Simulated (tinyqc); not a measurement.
UHF in the sto-3g basis, for OH+, spin multiplicity 3, step by step (part 1 of 2). Computed by tinyqc, a small Python program that keeps every step (integrals from PySCF). Settings: charge = 1, multiplicity = 3, basis = sto-3g, energy threshold = 1e-10, iteration cap = 70, orthogonalisation = symmetric, start = core, DIIS depth = 0, method = UHF. Command: `OMP_NUM_THREADS=1 python tinyqc.py 26374 26375 out.jsonl` (the two numbers bound the seeds that draw the settings). One thread of a shared host (Intel(R) Xeon(R) Processor @ 2.60GHz), about 0.3 s of CPU time with the checks. Later iterations appear only in the table of the cycle.

## One-electron integrals

Geometry (angstrom):
```
atom         x         y         z
O     0.000000  0.000000  0.000000
H     0.000000  0.000000  1.915000
```

Basis sto-3g: exponents (1/bohr^2) and contraction coefficients of normalised primitives:
```
element  l (shell)    exponent  coefficient
O            s (1)  130.709320     0.154329
O            s (1)   23.808861     0.535328
O            s (1)    6.443608     0.444635
O            s (2)    5.033151    -0.099967
O            s (2)    1.169596     0.399513
O            s (2)    0.380389     0.700115
O            p (3)    5.033151     0.155916
O            p (3)    1.169596     0.607684
O            p (3)    0.380389     0.391957
H            s (1)    3.425251     0.154329
H            s (1)    0.623914     0.535328
H            s (1)    0.168855     0.444635
```

Overlap, kinetic and nuclear-attraction integrals over the contracted functions; the nuclear repulsion is the sum of Za Zb / Rab.

nuclear repulsion = 2.21066198 hartree

overlap S, lower triangle:
```
           1O 1s     1O 2s    1O 2px    1O 2py    1O 2pz     2H 1s
1O 1s   1.000000
1O 2s   0.236704  1.000000
1O 2px  0.000000  0.000000  1.000000
1O 2py  0.000000  0.000000  0.000000  1.000000
1O 2pz  0.000000  0.000000  0.000000  0.000000  1.000000
2H 1s   0.006096  0.090219  0.000000  0.000000  0.098169  1.000000
```

kinetic energy T (hartree), lower triangle:
```
            1O 1s      1O 2s    1O 2px    1O 2py     1O 2pz     2H 1s
1O 1s   29.003200
1O 2s   -0.168011   0.808128
1O 2px   0.000000   0.000000  2.528731
1O 2py   0.000000   0.000000  0.000000  2.528731
1O 2pz   0.000000   0.000000  0.000000  0.000000   2.528731
2H 1s   -0.001882  -0.018264  0.000000  0.000000  -0.004362  0.760032
```

nuclear attraction V (hartree), lower triangle:
```
             1O 1s      1O 2s     1O 2px     1O 2py     1O 2pz      2H 1s
1O 1s   -60.894788
1O 2s    -7.248488  -9.328250
1O 2px    0.000000   0.000000  -9.249519
1O 2py    0.000000   0.000000   0.000000  -9.249519
1O 2pz   -0.003878  -0.048957   0.000000   0.000000  -9.268317
2H 1s    -0.190876  -0.540397   0.000000   0.000000  -0.492234  -3.435987
```

core Hamiltonian H = T + V (hartree), lower triangle:
```
             1O 1s      1O 2s     1O 2px     1O 2py     1O 2pz      2H 1s
1O 1s   -31.891588
1O 2s    -7.416499  -8.520122
1O 2px    0.000000   0.000000  -6.720787
1O 2py    0.000000   0.000000   0.000000  -6.720787
1O 2pz   -0.003878  -0.048957   0.000000   0.000000  -6.739586
2H 1s    -0.192758  -0.558661   0.000000   0.000000  -0.496596  -2.675955
```

## Two-electron integrals

Functions are numbered as in S; the eight-fold symmetry (ij|kl) = (ji|kl) = (kl|ij) leaves the list below.

Two-electron integrals (ij|kl) in chemists' order, unique and non-zero (hartree):
```
(11|11) 4.785065   (21|11) 0.741380   (21|21) 0.136873   (22|11) 1.118947
(22|21) 0.256633   (22|22) 0.817206   (31|31) 0.024477   (32|31) 0.037809
(32|32) 0.180518   (33|11) 1.115814   (33|21) 0.256684   (33|22) 0.817023
(33|33) 0.880159   (41|41) 0.024477   (42|41) 0.037809   (42|42) 0.180518
(43|43) 0.047444   (44|11) 1.115814   (44|21) 0.256684   (44|22) 0.817023
(44|33) 0.785270   (44|44) 0.880159   (51|51) 0.024477   (52|51) 0.037809
(52|52) 0.180518   (53|53) 0.047444   (54|54) 0.047444   (55|11) 1.115814
(55|21) 0.256684   (55|22) 0.817023   (55|33) 0.785270   (55|44) 0.785270
(55|55) 0.880159   (61|11) 0.019297   (61|21) 0.003536   (61|22) 0.006603
(61|33) 0.006594   (61|44) 0.006594   (61|51) 0.000159   (61|52) 0.000300
(61|55) 0.006623   (61|61) 0.000092   (62|11) 0.062164   (62|21) 0.014504
(62|22) 0.053333   (62|33) 0.052438   (62|44) 0.052438   (62|51) 0.001078
(62|52) 0.009295   (62|55) 0.055068   (62|61) 0.000383   (62|62) 0.005007
(63|31) 0.001313   (63|32) 0.008375   (63|53) 0.001848   (63|63) 0.000631
(64|41) 0.001313   (64|42) 0.008375   (64|54) 0.001848   (64|64) 0.000631
(65|11) 0.054472   (65|21) 0.012845   (65|22) 0.050398   (65|33) 0.048484
(65|44) 0.048484   (65|51) 0.002017   (65|52) 0.015542   (65|55) 0.054170
(65|61) 0.000348   (65|62) 0.005726   (65|65) 0.007073   (66|11) 0.276162
(66|21) 0.065363   (66|22) 0.275680   (66|33) 0.269761   (66|44) 0.269761
(66|51) 0.003850   (66|52) 0.048060   (66|55) 0.287458   (66|61) 0.001718
(66|62) 0.037296   (66|65) 0.049574   (66|66) 0.774606
```

## Orthogonalisation

S = U s U^T; symmetric (Loewdin) form X = U s^(-1/2) U^T, so that X^T S X = 1.

eigenvalues of S: 0.746155  0.906970  1.000000  1.000000  1.088491  1.258384

X, lower triangle:
```
            1O 1s      1O 2s    1O 2px    1O 2py     1O 2pz     2H 1s
1O 1s    1.021975
1O 2s   -0.123124   1.025186
1O 2px   0.000000   0.000000  1.000000
1O 2py   0.000000   0.000000  0.000000  1.000000
1O 2pz  -0.000458   0.003463  0.000000  0.000000   1.003662
2H 1s    0.005267  -0.046728  0.000000  0.000000  -0.049643  1.006816
```

## Starting guess

The start is the orbitals of the core Hamiltonian; D(s) = C_occ C_occ^T for each spin.

D(alpha) at the start, lower triangle:
```
            1O 1s      1O 2s    1O 2px    1O 2py     1O 2pz     2H 1s
1O 1s    1.059540
1O 2s   -0.251721   1.064164
1O 2px   0.000000   0.000000  1.000000
1O 2py   0.000000   0.000000  0.000000  1.000000
1O 2pz  -0.001100   0.005672  0.000000  0.000000   1.006500
2H 1s    0.007429  -0.030477  0.000000  0.000000  -0.041949  0.002608
```

D(beta) at the start, lower triangle:
```
            1O 1s      1O 2s    1O 2px    1O 2py     1O 2pz     2H 1s
1O 1s    1.059540
1O 2s   -0.251721   1.064164
1O 2px   0.000000   0.000000  0.000000
1O 2py   0.000000   0.000000  0.000000  0.000000
1O 2pz  -0.001100   0.005672  0.000000  0.000000   1.006500
2H 1s    0.007429  -0.030477  0.000000  0.000000  -0.041949  0.002608
```

## Iteration 1: building the Fock matrix

J_ij = sum D_kl (ij|kl) with D = D(alpha) + D(beta), K_ij = sum D_kl (ik|jl) for each spin; F = H + J - K(s); E = tr D H + tr D J / 2 - 0.5 sum_s tr D(s) K(s) + E_nn.

Coulomb J (hartree), lower triangle:
```
            1O 1s     1O 2s    1O 2px    1O 2py    1O 2pz     2H 1s
1O 1s   16.237995
1O 2s    3.006024  7.117408
1O 2px   0.000000  0.000000  7.078193
1O 2py   0.000000  0.000000  0.000000  7.078193
1O 2pz   0.000305  0.000448  0.000000  0.000000  7.173133
2H 1s    0.077815  0.445204  0.000000  0.000000  0.414501  2.216608
```

exchange K(alpha) (hartree), lower triangle:
```
           1O 1s     1O 2s    1O 2px    1O 2py    1O 2pz     2H 1s
1O 1s   4.916032
1O 2s   0.855966  1.424391
1O 2px  0.000000  0.000000  1.173713
1O 2py  0.000000  0.000000  0.000000  1.173713
1O 2pz  0.000060  0.000671  0.000000  0.000000  1.174327
2H 1s   0.023895  0.077681  0.000000  0.000000  0.054488  0.009292
```

exchange K(beta) (hartree), lower triangle:
```
           1O 1s     1O 2s    1O 2px    1O 2py    1O 2pz     2H 1s
1O 1s   4.867077
1O 2s   0.780348  1.063354
1O 2px  0.000000  0.000000  0.246110
1O 2py  0.000000  0.000000  0.000000  0.246110
1O 2pz  0.000060  0.000671  0.000000  0.000000  1.079438
2H 1s   0.021268  0.060930  0.000000  0.000000  0.050792  0.008030
```

F(alpha) (hartree), lower triangle:
```
             1O 1s      1O 2s     1O 2px     1O 2py     1O 2pz      2H 1s
1O 1s   -20.569625
1O 2s    -5.266441  -2.827105
1O 2px    0.000000   0.000000  -0.816308
1O 2py    0.000000   0.000000   0.000000  -0.816308
1O 2pz   -0.003633  -0.049180   0.000000   0.000000  -0.740779
2H 1s    -0.138838  -0.191138   0.000000   0.000000  -0.136583  -0.468639
```

F(beta) (hartree), lower triangle:
```
             1O 1s      1O 2s    1O 2px    1O 2py     1O 2pz      2H 1s
1O 1s   -20.520670
1O 2s    -5.190824  -2.466068
1O 2px    0.000000   0.000000  0.111295
1O 2py    0.000000   0.000000  0.000000  0.111295
1O 2pz   -0.003633  -0.049180  0.000000  0.000000  -0.645890
2H 1s    -0.136211  -0.174387  0.000000  0.000000  -0.132886  -0.467377
```

total energy of this density = -73.79965333 hartree

## Iteration 1: diagonalisation and new density

Diagonalise F' = X^T F X, C = X C', fill 5 alpha and 3 beta electrons from the bottom; D(s) = C_occ C_occ^T. Each column has its largest component positive (the first on a tie).

F' = X^T F X (alpha) (hartree), lower triangle:
```
            1          2          3          4          5          6
1  -20.202370
2   -2.647722  -1.938239
3    0.000000   0.000000  -0.816308
4    0.000000   0.000000   0.000000  -0.816308
5   -0.000135  -0.044958   0.000000   0.000000  -0.734059
6    0.006286  -0.066554   0.000000   0.000000  -0.076437  -0.451087
```

orbital energies (alpha) (hartree): MO1 -20.578465, MO2 -1.569036, MO3 -0.816308, MO4 -0.816308, MO5 -0.749078, MO6 -0.429177

coefficients C (alpha):
```
              MO1        MO2        MO3       MO4        MO5        MO6
1O 1s    0.994504  -0.264346   0.000000  0.000000   0.019602   0.017874
1O 2s    0.022269   1.025666   0.000000  0.000000  -0.082028  -0.095638
1O 2px   0.000000   0.000000   0.986254  0.165237   0.000000   0.000000
1O 2py   0.000000   0.000000  -0.165237  0.986254   0.000000   0.000000
1O 2pz   0.000353   0.059443   0.000000  0.000000   0.961641  -0.285528
2H 1s   -0.001215   0.014216   0.000000  0.000000   0.189436   0.991093
```

F' = X^T F X (beta) (hartree), lower triangle:
```
            1          2         3         4          5          6
1  -20.164790
2   -2.619023  -1.578706
3    0.000000   0.000000  0.111295
4    0.000000   0.000000  0.000000  0.111295
5   -0.000095  -0.044422  0.000000  0.000000  -0.638841
6    0.005596  -0.066092  0.000000  0.000000  -0.077444  -0.450740
```

orbital energies (beta) (hartree): MO1 -20.526797, MO2 -1.226769, MO3 -0.659445, MO4 -0.420067, MO5 0.111295, MO6 0.111295

coefficients C (beta):
```
              MO1        MO2        MO3        MO4        MO5       MO6
1O 1s    0.995493  -0.259357   0.030151   0.020970   0.000000  0.000000
1O 2s    0.018398   1.019939  -0.126830  -0.107986   0.000000  0.000000
1O 2px   0.000000   0.000000   0.000000   0.000000   0.999905  0.013802
1O 2py   0.000000   0.000000   0.000000   0.000000  -0.013802  0.999905
1O 2pz   0.000324   0.085653   0.930168  -0.370493   0.000000  0.000000
2H 1s   -0.001019   0.043006   0.274927   0.970010   0.000000  0.000000
```

D(alpha) after iteration 1, lower triangle:
```
            1O 1s      1O 2s    1O 2px    1O 2py    1O 2pz     2H 1s
1O 1s    1.059301
1O 2s   -0.250592   1.059215
1O 2px   0.000000   0.000000  1.000000
1O 2py   0.000000   0.000000  0.000000  1.000000
1O 2pz   0.003487  -0.017906  0.000000  0.000000  0.928288
2H 1s   -0.001253  -0.000986  0.000000  0.000000  0.183014  0.036090
```

D(beta) after iteration 1, lower triangle:
```
            1O 1s      1O 2s    1O 2px    1O 2py    1O 2pz     2H 1s
1O 1s    1.059181
1O 2s   -0.250037   1.056700
1O 2px   0.000000   0.000000  0.000000
1O 2py   0.000000   0.000000  0.000000  0.000000
1O 2pz   0.006153  -0.030606  0.000000  0.000000  0.872549
2H 1s   -0.003879   0.008976  0.000000  0.000000  0.259411  0.077435
```

Within a degenerate level the vectors are fixed only up to a rotation; this is one choice.

## Iteration 2: building the Fock matrix

As before.

Coulomb J (hartree), lower triangle:
```
            1O 1s     1O 2s    1O 2px    1O 2py    1O 2pz     2H 1s
1O 1s   16.083729
1O 2s    2.971165  7.024696
1O 2px   0.000000  0.000000  6.989443
1O 2py   0.000000  0.000000  0.000000  6.989443
1O 2pz  -0.000959  0.002568  0.000000  0.000000  7.072516
2H 1s    0.076906  0.442558  0.000000  0.000000  0.414200  2.287894
```

exchange K(alpha) (hartree), lower triangle:
```
           1O 1s      1O 2s    1O 2px    1O 2py    1O 2pz     2H 1s
1O 1s   4.913917
1O 2s   0.853354   1.414018
1O 2px  0.000000   0.000000  1.170513
1O 2py  0.000000   0.000000  0.000000  1.170513
1O 2pz  0.000216  -0.003782  0.000000  0.000000  1.130165
2H 1s   0.024200   0.095933  0.000000  0.000000  0.118050  0.058858
```

exchange K(beta) (hartree), lower triangle:
```
           1O 1s      1O 2s    1O 2px    1O 2py    1O 2pz     2H 1s
1O 1s   4.863499
1O 2s   0.775750   1.043746
1O 2px  0.000000   0.000000  0.240318
1O 2py  0.000000   0.000000  0.000000  0.240318
1O 2pz  0.000177  -0.009477  0.000000  0.000000  0.994670
2H 1s   0.021749   0.085745  0.000000  0.000000  0.135513  0.097382
```

F(alpha) (hartree), lower triangle:
```
             1O 1s      1O 2s     1O 2px     1O 2py     1O 2pz      2H 1s
1O 1s   -20.721776
1O 2s    -5.298688  -2.909444
1O 2px    0.000000   0.000000  -0.901857
1O 2py    0.000000   0.000000   0.000000  -0.901857
1O 2pz   -0.005053  -0.042607   0.000000   0.000000  -0.797235
2H 1s    -0.140053  -0.212036   0.000000   0.000000  -0.200445  -0.446919
```

F(beta) (hartree), lower triangle:
```
             1O 1s      1O 2s    1O 2px    1O 2py     1O 2pz      2H 1s
1O 1s   -20.671358
1O 2s    -5.221084  -2.539172
1O 2px    0.000000   0.000000  0.028337
1O 2py    0.000000   0.000000  0.000000  0.028337
1O 2pz   -0.005015  -0.036912  0.000000  0.000000  -0.661740
2H 1s    -0.137601  -0.201848  0.000000  0.000000  -0.217909  -0.485443
```

total energy of this density = -73.88471300 hartree

## Iteration 2: diagonalisation and new density

As before.

F' = X^T F X (alpha) (hartree), lower triangle:
```
            1          2          3          4          5          6
1  -20.354398
2   -2.652651  -2.016840
3    0.000000   0.000000  -0.901857
4    0.000000   0.000000   0.000000  -0.901857
5   -0.002799  -0.034372   0.000000   0.000000  -0.784459
6    0.008173  -0.086064   0.000000   0.000000  -0.139825  -0.421009
```

orbital energies (alpha) (hartree): MO1 -20.730416, MO2 -1.649125, MO3 -0.901857, MO4 -0.901857, MO5 -0.827704, MO6 -0.369461

coefficients C (alpha):
```
              MO1        MO2        MO3       MO4        MO5        MO6
1O 1s    0.994580  -0.263886   0.000000  0.000000   0.019935   0.019935
1O 2s    0.021971   1.024632   0.000000  0.000000  -0.085763  -0.103214
1O 2px   0.000000   0.000000   0.989267  0.146117   0.000000   0.000000
1O 2py   0.000000   0.000000  -0.146117  0.989267   0.000000   0.000000
1O 2pz   0.000406   0.050904   0.000000  0.000000   0.935620  -0.363095
2H 1s   -0.001162   0.027008   0.000000  0.000000   0.268991   0.972248
```

F' = X^T F X (beta) (hartree), lower triangle:
```
            1          2         3         4          5          6
1  -20.315643
2   -2.623252  -1.647493
3    0.000000   0.000000  0.028337
4    0.000000   0.000000  0.000000  0.028337
5   -0.003573  -0.026570  0.000000  0.000000  -0.646285
6    0.007920  -0.091337  0.000000  0.000000  -0.162608  -0.458114
```

orbital energies (beta) (hartree): MO1 -20.677262, MO2 -1.298902, MO3 -0.731862, MO4 -0.359509, MO5 0.028337, MO6 0.028337

coefficients C (beta):
```
              MO1        MO2        MO3        MO4       MO5        MO6
1O 1s    0.995588  -0.258412   0.032936   0.023729  0.000000   0.000000
1O 2s    0.018020   1.016843  -0.142627  -0.117155  0.000000   0.000000
1O 2px   0.000000   0.000000   0.000000   0.000000  0.994298  -0.106637
1O 2py   0.000000   0.000000   0.000000   0.000000  0.106637   0.994298
1O 2pz   0.000368   0.067102   0.849719  -0.532250  0.000000   0.000000
2H 1s   -0.000948   0.072090   0.442847   0.903904  0.000000   0.000000
```

D(alpha) after iteration 2, lower triangle:
```
            1O 1s      1O 2s    1O 2px    1O 2py    1O 2pz     2H 1s
1O 1s    1.059223
1O 2s   -0.250244   1.057708
1O 2px   0.000000   0.000000  1.000000
1O 2py   0.000000   0.000000  0.000000  1.000000
1O 2pz   0.005622  -0.028075  0.000000  0.000000  0.877976
2H 1s   -0.002920   0.004578  0.000000  0.000000  0.253048  0.073087
```

D(beta) after iteration 2, lower triangle:
```
            1O 1s      1O 2s    1O 2px    1O 2py    1O 2pz     2H 1s
1O 1s    1.059057
1O 2s   -0.249522   1.054636
1O 2px   0.000000   0.000000  0.000000
1O 2py   0.000000   0.000000  0.000000  0.000000
1O 2pz   0.011014  -0.052954  0.000000  0.000000  0.726524
2H 1s   -0.004987   0.010125  0.000000  0.000000  0.381132  0.201311
```

Within a degenerate level the vectors are fixed only up to a rotation; this is one choice.

## Iteration 3: building the Fock matrix

As before.

Coulomb J (hartree), lower triangle:
```
            1O 1s     1O 2s    1O 2px    1O 2py    1O 2pz     2H 1s
1O 1s   15.927021
1O 2s    2.935556  6.925942
1O 2px   0.000000  0.000000  6.895226
1O 2py   0.000000  0.000000  0.000000  6.895226
1O 2pz  -0.001669  0.005172  0.000000  0.000000  6.964732
2H 1s    0.075981  0.439240  0.000000  0.000000  0.413176  2.371574
```

exchange K(alpha) (hartree), lower triangle:
```
           1O 1s      1O 2s    1O 2px    1O 2py    1O 2pz     2H 1s
1O 1s   4.912624
1O 2s   0.851563   1.405904
1O 2px  0.000000   0.000000  1.168249
1O 2py  0.000000   0.000000  0.000000  1.168249
1O 2pz  0.000256  -0.007831  0.000000  0.000000  1.093650
2H 1s   0.024336   0.101098  0.000000  0.000000  0.137365  0.094392
```

exchange K(beta) (hartree), lower triangle:
```
           1O 1s      1O 2s    1O 2px    1O 2py    1O 2pz     2H 1s
1O 1s   4.859832
1O 2s   0.770422   1.018920
1O 2px  0.000000   0.000000  0.233598
1O 2py  0.000000   0.000000  0.000000  0.233598
1O 2pz  0.000188  -0.020981  0.000000  0.000000  0.879904
2H 1s   0.021903   0.093522  0.000000  0.000000  0.168098  0.204192
```

F(alpha) (hartree), lower triangle:
```
             1O 1s      1O 2s     1O 2px     1O 2py     1O 2pz      2H 1s
1O 1s   -20.877190
1O 2s    -5.332506  -3.000085
1O 2px    0.000000   0.000000  -0.993810
1O 2py    0.000000   0.000000   0.000000  -0.993810
1O 2pz   -0.005803  -0.035954   0.000000   0.000000  -0.868504
2H 1s    -0.141113  -0.220519   0.000000   0.000000  -0.220784  -0.398773
```

F(beta) (hartree), lower triangle:
```
             1O 1s      1O 2s     1O 2px     1O 2py     1O 2pz      2H 1s
1O 1s   -20.824398
1O 2s    -5.251365  -2.613100
1O 2px    0.000000   0.000000  -0.059159
1O 2py    0.000000   0.000000   0.000000  -0.059159
1O 2pz   -0.005735  -0.022804   0.000000   0.000000  -0.654758
2H 1s    -0.138680  -0.212944   0.000000   0.000000  -0.251517  -0.508573
```

total energy of this density = -73.90574169 hartree
